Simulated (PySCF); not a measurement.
# Atomic charges against the basis set

C3H6O2S.
Geometry (PBE0-D3(BJ)/def2-SVP, Å), atoms numbered from 1 in this order:
```xyz
12
C3H6O2S angstrom
C      1.978   -0.079    0.753
C      1.090    0.191   -0.198
S     -0.551    0.698    0.260
C     -1.588   -0.631   -0.325
O     -0.636    0.711    1.719
O     -0.867    1.885   -0.527
H      3.014   -0.329    0.512
H      1.676   -0.037    1.805
H      1.296    0.204   -1.272
H     -1.472   -0.734   -1.411
H     -1.326   -1.555    0.206
H     -2.614   -0.322   -0.081
```

PBE0 throughout (PySCF), one geometry, spherical d and f functions. One conformer (not necessarily the lowest) at the PBE0-D3(BJ)/def2-SVP geometry, without solvent, vibrations or thermal averaging. Atoms taken as equivalent share a column and are averaged. The first 7 of 9 kinds of atom are listed.

Mulliken charges (e):

```csv
basis,functions,C1,C2,S3,C4,O5/O6,H7,H8
STO-3G,40,-0.159,-0.219,+1.083,-0.359,-0.474,+0.098,+0.105
6-31G,70,-0.283,-0.438,+1.223,-0.733,-0.602,+0.203,+0.243
pcSseg-0,70,-0.322,-0.508,+1.450,-0.834,-0.755,+0.259,+0.279
6-31G*,100,-0.341,-0.375,+1.173,-0.737,-0.549,+0.203,+0.236
def2-SVP,118,-0.010,-0.168,+0.710,-0.114,-0.486,+0.081,+0.101
cc-pVDZ,118,+0.038,-0.256,+0.817,-0.187,-0.457,+0.070,+0.086
pcSseg-1,139,-0.099,-0.380,+0.971,-0.377,-0.545,+0.148,+0.170
aug-cc-pVDZ,196,+0.437,+0.554,+2.022,+0.101,-0.953,-0.317,-0.317
"6-311+G(2d,p)",206,-0.272,-0.075,+0.711,-0.504,-0.464,+0.143,+0.177
def2-TZVP,228,-0.217,-0.222,+0.771,-0.385,-0.455,+0.150,+0.183
cc-pVTZ,268,-0.206,-0.213,+0.813,-0.301,-0.451,+0.142,+0.156
IGLO-III,279,-0.228,-0.176,+1.180,-0.493,-0.588,+0.123,+0.154
pcSseg-2,307,-0.029,-0.212,+0.854,-0.113,-0.497,+0.078,+0.106
```

IAO charges (e):

| basis | functions | C1 | C2 | S3 | C4 | O5/O6 | H7 | H8 |
| --- | --- | --- | --- | --- | --- | --- | --- | --- |
| STO-3G | 40 | -0.245 | -0.337 | +1.459 | -0.568 | -0.600 | +0.147 | +0.150 |
| 6-31G | 70 | -0.251 | -0.364 | +1.716 | -0.624 | -0.812 | +0.181 | +0.194 |
| pcSseg-0 | 70 | -0.236 | -0.375 | +1.727 | -0.630 | -0.801 | +0.174 | +0.184 |
| 6-31G* | 100 | -0.247 | -0.391 | +1.985 | -0.637 | -0.884 | +0.168 | +0.182 |
| def2-SVP | 118 | -0.244 | -0.383 | +1.977 | -0.621 | -0.881 | +0.164 | +0.178 |
| cc-pVDZ | 118 | -0.254 | -0.388 | +1.969 | -0.632 | -0.873 | +0.168 | +0.181 |
| pcSseg-1 | 139 | -0.251 | -0.390 | +1.988 | -0.630 | -0.887 | +0.169 | +0.182 |
| aug-cc-pVDZ | 196 | -0.260 | -0.387 | +1.983 | -0.635 | -0.893 | +0.173 | +0.187 |
| 6-311+G(2d,p) | 206 | -0.259 | -0.397 | +2.031 | -0.649 | -0.906 | +0.172 | +0.187 |
| def2-TZVP | 228 | -0.259 | -0.403 | +2.061 | -0.656 | -0.913 | +0.172 | +0.186 |
| cc-pVTZ | 268 | -0.260 | -0.398 | +2.031 | -0.652 | -0.903 | +0.172 | +0.187 |
| IGLO-III | 279 | -0.261 | -0.401 | +2.051 | -0.654 | -0.912 | +0.172 | +0.187 |
| pcSseg-2 | 307 | -0.258 | -0.403 | +2.051 | -0.655 | -0.911 | +0.173 | +0.187 |

Hirshfeld charges (e):

```json
{"basis": "STO-3G", "functions": "40", "C1": "-0.045", "C2": "-0.097", "S3": "+0.762", "C4": "-0.088", "O5/O6": "-0.367", "H7": "+0.039", "H8": "+0.041"}
{"basis": "6-31G", "functions": "70", "C1": "-0.045", "C2": "-0.079", "S3": "+0.603", "C4": "-0.105", "O5/O6": "-0.390", "H7": "+0.073", "H8": "+0.065"}
{"basis": "pcSseg-0", "functions": "70", "C1": "-0.048", "C2": "-0.082", "S3": "+0.630", "C4": "-0.116", "O5/O6": "-0.373", "H7": "+0.069", "H8": "+0.057"}
{"basis": "6-31G*", "functions": "100", "C1": "-0.049", "C2": "-0.065", "S3": "+0.482", "C4": "-0.099", "O5/O6": "-0.331", "H7": "+0.067", "H8": "+0.062"}
{"basis": "def2-SVP", "functions": "118", "C1": "-0.058", "C2": "-0.070", "S3": "+0.533", "C4": "-0.119", "O5/O6": "-0.329", "H7": "+0.066", "H8": "+0.057"}
{"basis": "cc-pVDZ", "functions": "118", "C1": "-0.056", "C2": "-0.069", "S3": "+0.505", "C4": "-0.117", "O5/O6": "-0.318", "H7": "+0.065", "H8": "+0.057"}
{"basis": "pcSseg-1", "functions": "139", "C1": "-0.056", "C2": "-0.069", "S3": "+0.512", "C4": "-0.120", "O5/O6": "-0.324", "H7": "+0.068", "H8": "+0.058"}
{"basis": "aug-cc-pVDZ", "functions": "196", "C1": "-0.062", "C2": "-0.073", "S3": "+0.500", "C4": "-0.127", "O5/O6": "-0.321", "H7": "+0.070", "H8": "+0.061"}
{"basis": "6-311+G(2d,p)", "functions": "206", "C1": "-0.057", "C2": "-0.073", "S3": "+0.479", "C4": "-0.118", "O5/O6": "-0.315", "H7": "+0.068", "H8": "+0.061"}
{"basis": "def2-TZVP", "functions": "228", "C1": "-0.058", "C2": "-0.070", "S3": "+0.472", "C4": "-0.122", "O5/O6": "-0.311", "H7": "+0.069", "H8": "+0.061"}
{"basis": "cc-pVTZ", "functions": "268", "C1": "-0.059", "C2": "-0.070", "S3": "+0.486", "C4": "-0.124", "O5/O6": "-0.315", "H7": "+0.068", "H8": "+0.060"}
{"basis": "IGLO-III", "functions": "279", "C1": "-0.062", "C2": "-0.071", "S3": "+0.485", "C4": "-0.126", "O5/O6": "-0.311", "H7": "+0.069", "H8": "+0.060"}
{"basis": "pcSseg-2", "functions": "307", "C1": "-0.059", "C2": "-0.070", "S3": "+0.483", "C4": "-0.127", "O5/O6": "-0.315", "H7": "+0.070", "H8": "+0.061"}
```

ESP-fitted charges (e):

```tsv
basis	functions	C1	C2	S3	C4	O5/O6	H7	H8
STO-3G	40	-0.238	-0.227	+1.290	-0.626	-0.529	+0.128	+0.125
6-31G	70	-0.254	-0.319	+1.279	-0.808	-0.643	+0.188	+0.201
pcSseg-0	70	-0.282	-0.400	+1.509	-0.884	-0.677	+0.203	+0.203
6-31G*	100	-0.278	-0.255	+0.923	-0.708	-0.482	+0.181	+0.194
def2-SVP	118	-0.241	-0.307	+1.120	-0.697	-0.536	+0.172	+0.173
cc-pVDZ	118	-0.256	-0.279	+1.001	-0.672	-0.496	+0.172	+0.178
pcSseg-1	139	-0.270	-0.306	+1.093	-0.720	-0.533	+0.183	+0.192
aug-cc-pVDZ	196	-0.292	-0.250	+0.983	-0.784	-0.500	+0.186	+0.195
6-311+G(2d,p)	206	-0.315	-0.234	+0.916	-0.765	-0.480	+0.192	+0.207
def2-TZVP	228	-0.298	-0.250	+0.958	-0.764	-0.487	+0.188	+0.197
cc-pVTZ	268	-0.288	-0.243	+0.936	-0.746	-0.481	+0.183	+0.193
IGLO-III	279	-0.294	-0.233	+0.901	-0.754	-0.471	+0.185	+0.196
pcSseg-2	307	-0.298	-0.252	+1.028	-0.787	-0.517	+0.188	+0.200
```

Some averages cover members that differ in this geometry, most widely: O5/O6, Mulliken in 6-311+G(2d,p) -0.484 to -0.444 e.

Question: Which scheme is steadiest as the basis changes?

Answer: Largest range over the bases for any column: Hirshfeld 0.29 e, IAO 0.60 e, ESP-fitted 0.61 e, Mulliken 1.31 e. Hirshfeld charges move least and Mulliken charges most, counted in e. Without the minimal STO-3G basis the ranges are Hirshfeld 0.16, IAO 0.35, ESP-fitted 0.61, Mulliken 1.31 e.

Question: How much do the charges still move between the two largest bases, IGLO-III and pcSseg-2?

Answer: At most, over all atoms: Mulliken 0.381 e, IAO 0.003 e, Hirshfeld 0.005 e, ESP-fitted 0.127 e.

Question: What do the same runs give for the total energy, the frontier levels and the dipole moment?

Answer: 
| basis | energy (Eh) | HOMO (eV) | LUMO (eV) | μ (D) |
| --- | --- | --- | --- | --- |
| STO-3G | -657.8739 | -3.08 | 2.52 | 3.12 |
| 6-31G | -665.7309 | -8.15 | -1.08 | 5.61 |
| pcSseg-0 | -664.7712 | -8.11 | -1.26 | 5.08 |
| 6-31G* | -666.0174 | -8.15 | -0.87 | 4.57 |
| def2-SVP | -665.7042 | -8.16 | -1.10 | 4.45 |
| cc-pVDZ | -666.0394 | -8.04 | -0.98 | 4.35 |
| pcSseg-1 | -665.9909 | -8.35 | -1.22 | 4.58 |
| aug-cc-pVDZ | -666.0735 | -8.34 | -1.30 | 4.62 |
| 6-311+G(2d,p) | -666.1611 | -8.44 | -1.33 | 4.61 |
| def2-TZVP | -666.2064 | -8.41 | -1.27 | 4.49 |
| cc-pVTZ | -666.1817 | -8.32 | -1.20 | 4.48 |
| IGLO-III | -666.2012 | -8.43 | -1.31 | 4.51 |
| pcSseg-2 | -666.2074 | -8.48 | -1.35 | 4.66 |

The dipole is fixed by the density alone, so its range of 2.49 D shows that the density itself changes with the basis, not only its division among atoms.
